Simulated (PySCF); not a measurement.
# A diatomic session: AlCl+

An exercise on one series of results from a longer session: the logs are not shown, and one member is left open.

Program: PySCF 2.14.0. Level of theory: Al pcseg-1, Cl pcseg-1, no relativity. These are calculated values, not measurements.

The first run:

Settings of the job:

* atoms: Al, Cl
* charge: 1
* basis: Al pcseg-1, Cl pcseg-1
* Hamiltonian: no relativity
* basis functions: 36
* electrons treated: 29
* masses in u: 26.9815, 34.9689
* levels: PBE0, PBE, r²SCAN, TPSS, MN15, PBEsol, LC-ωPBE, HF, MP2, SCS-MP2, CCSD, CCSD(T)
* grid: 80 radial by 434 angular points
* occupations: held fixed by the projection of orbital angular momentum
* dissociation limit: Al+ + Cl, each in its ground configuration
* starting distance in angstrom: 2.265
* values of 2S to try: 1, 3

On the command line:

```
$ OMP_NUM_THREADS=1 python dia.py task.json out
```

Steps of the session up to this table: Input; PBE0 along the bond; Other states along the same grid; PBE (GGA); r²SCAN; TPSS (meta-GGA); MN15 (hybrid meta-GGA); PBEsol (GGA); LC-ωPBE (range-separated hybrid); UHF (mean field); MP2 and coupled cluster.

One table of the session follows, with a row left open; its other results are not shown here.

Energy (eV) from each level's lowest point:

| R (Å) | UHF | UHF-MP2 | UHF-SCS-MP2 | UHF-CCSD | UHF-CCSD(T) |
| --- | --- | --- | --- | --- | --- |
| 1.753 | 1.208 | 1.261 | 1.271 | n/a | n/a |
| 1.834 | 0.506 | 0.540 | 0.548 | 0.554 | 0.569 |
| 1.916 | 0.136 | 0.155 | 0.161 | 0.166 | 0.175 |
| 1.977 | 0.018 | 0.026 | 0.030 | 0.033 | 0.038 |
| 2.038 | 0.000 | 0.000 | 0.000 | 0.000 | 0.000 |
| 2.099 | 0.057 | 0.050 | 0.046 | 0.041 | 0.037 |
| 2.181 | ? | ? | ? | ? | ? |
| 2.283 | 0.489 | 0.487 | 0.462 | 0.417 | 0.404 |
| 2.405 | 0.836 | 0.908 | 0.857 | 0.734 | 0.728 |
| 2.568 | 1.169 | 1.441 | 1.340 | n/a | n/a |

Q: Estimate the row for R (Å) = 2.181 from the others.

Worked estimate for «UHF». A straight line through the neighbours (2.099, 0.057) and (2.283, 0.489) gives 0.057 + (0.489 − 0.057) × (2.181 − 2.099) / (2.283 − 2.099) = 0.250; a parabola fitted to 4 rows on both sides gives 0.233.

As computed: UHF: 0.215; UHF-MP2: 0.204; UHF-SCS-MP2: 0.192; UHF-CCSD: 0.175; UHF-CCSD(T): 0.166. In «UHF» the line misses by +0.035 and the parabola by +0.018.

State 2 has its PBE0 minimum 5.10 eV higher. The other levels ran on the lowest alone.
